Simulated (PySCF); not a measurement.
**BNH6 (SMILES [BH3-][NH3+]) at 6 levels**

Aim: a comparison of 6 runs (HF/3-21G, CAM-B3LYP/def2-TZVP, PBE/def2-TZVP, PBE0/def2-TZVP, r2SCAN/def2-TZVP, wB97M-V/def2-TZVP) of BNH6. Input form: a Python script.

The calculation is run with PySCF 2.14.0.

1 further run of the same task is left out (set aside as unsound or not needed).

### 1 The structure to begin with

BNH6: 8 atoms, total charge 0, spin state singlet. SMILES: `[BH3-][NH3+]`. The shape is that of a PBE0-D4/def2-TZVP optimisation.

Bond lengths: B1–N2 1.639 Å, B1–H3 1.212 Å, B1–H4 1.212 Å, B1–H5 1.212 Å, N2–H6 1.015 Å, N2–H7 1.015 Å, N2–H8 1.015 Å. Some angles: B1–N2–H6 110.9°, B1–N2–H7 110.9°, B1–N2–H8 110.9°, N2–B1–H3 105.3°, N2–B1–H4 105.3°, N2–B1–H5 105.3°, H6–N2–H7 108.0°, H6–N2–H8 108.0°, H7–N2–H8 108.0°, H3–B1–H4 113.3°.

### 2 A single-point energy at HF/3-21G (run 1)

calc.py reads:

```python
from pyscf import gto, scf

mol = gto.M(
    atom='''
B       -0.191300       0.250800      -0.775400
N        0.206500      -0.255100       0.731700
H       -0.078200      -0.728400      -1.481000
H       -1.332600       0.649700      -0.687200
H        0.604400       1.126600      -1.038400
H        0.140800       0.507000       1.398700
H        1.156600      -0.611300       0.755300
H       -0.414000      -0.996500       1.040500
''',
    basis='3-21g',
    verbose=3,
    spin=0,
    max_memory=1860,
)

mf = scf.RHF(mol)
mf.conv_tol = 1e-10
mf.kernel()
if not mf.converged:
    mf = mf.newton().run(mf.mo_coeff, mf.mo_occ)

e_final = mf.e_tot
print('E = %.10f Eh' % e_final)
```

Started as:

```console
$ OMP_NUM_THREADS=1 python calc.py
```

Output:

```text
converged SCF energy = -82.1648330027604
E = -82.1648330028 Eh
```

Run time: 0.72 s. Hardware: 1 thread of Arm Neoverse V1, shared host; peak memory 0.1 GiB.

### 3 A single-point energy at CAM-B3LYP/def2-TZVP (run 2)

job.py reads:

```python
from pyscf import gto, dft

mol = gto.M(
    atom='''
B   -0.191300   0.250800  -0.775400
N    0.206500  -0.255100   0.731700
H   -0.078200  -0.728400  -1.481000
H   -1.332600   0.649700  -0.687200
H    0.604400   1.126600  -1.038400
H    0.140800   0.507000   1.398700
H    1.156600  -0.611300   0.755300
H   -0.414000  -0.996500   1.040500
''',
    max_memory=1860,
    verbose=3,
    basis='def2-tzvp',
)

ks = dft.RKS(mol, xc='cam-b3lyp')
ks.conv_tol = 1e-10
ks.grids.level = 5
ks.kernel()
if not ks.converged:
    ks = ks.newton().run(ks.mo_coeff, ks.mo_occ)

e_tot = ks.e_tot
print('Final energy', e_tot)
```

Started as:

```console
$ OMP_NUM_THREADS=1 python job.py
```

Output:

```text
converged SCF energy = -83.1975171951742
Final energy -83.19751719517421
```

It took 21 s on 1 thread of Arm Neoverse V1, shared host; peak memory 0.48 GiB.

Run 3 isn't shown in full; the table further down has it.

### 4 A single-point energy at PBE0/def2-TZVP (run 4)

job.py reads:

```python
# [BH3-][NH3+]
from pyscf import gto, dft

molecule = gto.M(
    atom='''
B   -0.191300   0.250800  -0.775400
N    0.206500  -0.255100   0.731700
H   -0.078200  -0.728400  -1.481000
H   -1.332600   0.649700  -0.687200
H    0.604400   1.126600  -1.038400
H    0.140800   0.507000   1.398700
H    1.156600  -0.611300   0.755300
H   -0.414000  -0.996500   1.040500
''',
    basis='def2-tzvp',
    max_memory=1860,
    spin=0,
    verbose=3,
)

mf = dft.RKS(molecule, xc='pbe0')
mf.conv_tol = 1e-10
mf.grids.level = 5
mf.kernel()
if not mf.converged:
    mf = mf.newton().run(mf.mo_coeff, mf.mo_occ)

etot = mf.e_tot
print('E(%s) = %.9f' % ('PBE0', etot))
```

Started as:

```console
$ OMP_NUM_THREADS=1 python job.py
```

Output:

```text
converged SCF energy = -83.1354465985005
E(PBE0) = -83.135446599
```

Wall time 14 s (1 thread of Arm Neoverse V1, shared host); peak memory 0.48 GiB.

Run 5 isn't shown in full; the table further down has it.

### 5 The energy at wB97M-V/def2-TZVP (run 6)

calc.py reads:

```python
# [BH3-][NH3+]
from pyscf import gto, dft

mol = gto.Mole()
mol.atom = '''
B     -0.361505     0.473943    -1.465294
N      0.390228    -0.482069     1.382713
H     -0.147777    -1.376477    -2.798684
H     -2.518249     1.227755    -1.298620
H      1.142150     2.128965    -1.962292
H      0.266073     0.958091     2.643160
H      2.185657    -1.155190     1.427310
H     -0.782347    -1.883112     1.966260
'''
mol.basis = 'def2-tzvp'
mol.spin = 0
mol.unit = 'bohr'
mol.verbose = 3
mol.max_memory = 1860
mol.build()

mf = dft.RKS(mol)
mf.xc = 'wb97m-v'
mf.nlcgrids.level = 1
mf.conv_tol = 1e-10
mf.grids.level = 5
mf.kernel()
if not mf.converged:
    mf = mf.newton().run(mf.mo_coeff, mf.mo_occ)

etot = mf.e_tot
print(f'total energy: {etot:.8f} hartree')
```

Started as:

```console
$ OMP_NUM_THREADS=1 python calc.py
```

Output:

```text
converged SCF energy = -83.18393048037
total energy: -83.18393048 hartree
```

It took 64 s on 1 thread of Arm Neoverse V1, shared host; peak memory 0.54 GiB.

### 6 Overview of the runs

```
run                level  integration grid  nlc grid  energy (Eh)  dipole moment (D)  HOMO energy (eV)  LUMO energy (eV)  wall time
  1             HF/3-21G                 –         –   -82.164833               5.99            -10.95              5.55     0.72 s
  2  CAM-B3LYP/def2-TZVP                 5         –   -83.197517               5.47             -9.28              0.72       21 s
  3        PBE/def2-TZVP                 5         –   -83.117350               5.42             -6.41             -0.85       13 s
  4       PBE0/def2-TZVP                 5         –   -83.135447               5.45             -7.78             -0.01       14 s
  5     r2SCAN/def2-TZVP                 5         –   -83.187024               5.48             -6.71             -0.03       30 s
  6    wB97M-V/def2-TZVP                 5         1   -83.183930               5.48            -10.15              1.38       64 s
```

### 7 Results

```
            quantity         value
 run 6: total energy  -83.18393 Eh
run 6: dipole moment        5.48 D
  run 6: HOMO energy     -10.15 eV
  run 6: LUMO energy       1.38 eV
run 6: HOMO–LUMO gap      11.53 eV
```

The dipole moment (its size) runs from 5.42 D (PBE/def2-TZVP) to 5.99 D (HF/3-21G). The two ends differ in method and basis. The HOMO–LUMO gap runs from 5.55 eV (PBE/def2-TZVP) to 16.50 eV (HF/3-21G). Totals of different functionals can't be ranked against each other. All runs together took 2.4 min, the longest 64 s.
